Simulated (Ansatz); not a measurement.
`N[SiH2][AlH2]`. The species carries charge 0 and has multiplicity 1.

Cartesian coordinates in Å:
```
N -0.050 1.499 -0.748
Si -0.324 0.431 0.586
Al 0.270 -1.862 -0.071
H 0.759 1.360 -1.331
H -0.262 2.480 -0.662
H -1.766 0.534 0.959
H 0.411 0.796 1.845
H -0.209 -3.115 0.782
H 1.171 -2.123 -1.359
```

What are the harmonic wavenumbers in cm⁻¹ at PBE0-D4/def2-TZVP (Ansatz, finite differences of forces, unscaled)? (An estimate is asked.)

Ansatz gave: 95, 126, 198, 343, 375, 403, 439, 580, 709, 753, 776, 845, 920, 965, 1586, 1896, 1912, 2120, 2184, 3595, 3689.

Is this a minimum?

Yes, all 21 modes are real.

Give the ideal-gas thermochemistry at 298.15 K and 1 bar (rigid rotor, harmonic oscillator; point group C1, symmetry number 1).

Zero-point energy 146.6 kJ/mol; H(298) − E = 166.8 kJ/mol; entropy 328.8 J/(mol·K), of which translation 162.7, rotation 105.8, vibration 60.4; G(298) − E = 68.7 kJ/mol. Modes under 100 cm⁻¹ are hindered rotations or soft bends, so the harmonic entropy is rough.

Rotational constants (cm⁻¹)?

0.5041, 0.108, 0.09214.
